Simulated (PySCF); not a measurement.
allene (C3H4), SMILES C=C=C. Atoms are numbered in the order given.

```xyz
7

C      0.0000     0.0000     1.2993
C      0.0000     0.0000     0.0000
C      0.0000     0.0000    -1.2993
H      0.6566    -0.6566     1.8603
H     -0.6566     0.6566     1.8603
H      0.6566     0.6566    -1.8603
H     -0.6566    -0.6566    -1.8603
```
Charge 0, spin multiplicity 1.

Geometry: PBE0-D3(BJ)/def2-TZVP.

Two levels are set side by side: PBE/pcJ-1 (PySCF) and PBE0/pcJ-1 (PySCF). One-bond couplings, all four terms, same geometry. Isotopes: 13C, 1H. Differences are taken from unrounded values.

| quantity | PBE0 | PBE | PBE minus PBE0 |
|---|---|---|---|
| ¹J(C1,C2) (Hz) | 111.2 | 104.5 | -6.8 |
| ¹J(C2,C3) (Hz) | 111.2 | 104.5 | -6.8 |
| ¹J(C1,H4) (Hz) | 168.3 | 162.2 | -6.1 |
| ¹J(C1,H5) (Hz) | 168.3 | 162.2 | -6.1 |
| ¹J(C3,H6) (Hz) | 168.3 | 162.2 | -6.1 |
| ¹J(C3,H7) (Hz) | 168.3 | 162.2 | -6.1 |

Rough cost on one machine, each run with all the roots and properties that it gave: PBE0 against PBE within a factor of 2.
